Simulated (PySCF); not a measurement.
C₄H₁₀, SMILES CCCC at its GFN2-xTB optimised geometry (Å):

```
14

C      1.3327    -1.4118     0.0046
C      0.7634     0.0015     0.0000
C     -0.7634     0.0015     0.0000
C     -1.3327     1.4149     0.0000
H      2.4201    -1.3878     0.0033
H      1.0024    -1.9532     0.8886
H      1.0005    -1.9597    -0.8748
H      1.1228     0.5347    -0.8833
H      1.1228     0.5404     0.8799
H     -1.1227    -0.5344     0.8817
H     -1.1228    -0.5345    -0.8816
H     -1.0017     1.9594     0.8819
H     -1.0011     1.9597    -0.8815
H     -2.4201     1.3909    -0.0004
```

Method: B3LYP/def2-TZVP run with PySCF 2.14.0. Cells within 0.4 Å of a nucleus heavier than hydrogen are left out (blank, or x).

Map of the HOMO amplitude (bohr^(-3/2)), clipped to [-0.25, 0.25] on the plane z = 0.0 Å; orbital energy -8.77 eV, overall sign arbitrary:

```
|33333333333333333333333333333|
|33333333333333333333333333333|
|33333333333333333333333333333|
|33333333333333333333333333333|
|33333444433333333333333333333|
|33334444443333333333333333333|
|33344444443333333333333333333|
|33444445544333333333333333333|
|33444556654223333333333333333|
|334445777xx112333333333333333|
|334445787xxx13333333333333333|
|33444555531023444333333333333|
|33444444321135665322333333333|
|33344443310xx788xx12233333333|
|33333333210xx999xx01233333333|
|33333333221xx887xx01334444333|
|33333333322356653112344444433|
|33333333333344432013565544433|
|33333333333333331xxx787544433|
|333333333333333211xx777544433|
|33333333333333332245665544433|
|33333333333333333344554444433|
|33333333333333333334444444333|
|33333333333333333334444443333|
|33333333333333333333444433333|
|33333333333333333333333333333|
|33333333333333333333333333333|
|33333333333333333333333333333|
|33333333333333333333333333333|
```
Scale: ten equal steps from -0.156 (start of '0') to 0.250 (end of '9'), in the order '0123456789'; x runs from -4.50 to 4.50, y from -4.50 (bottom) to 4.50 (top).
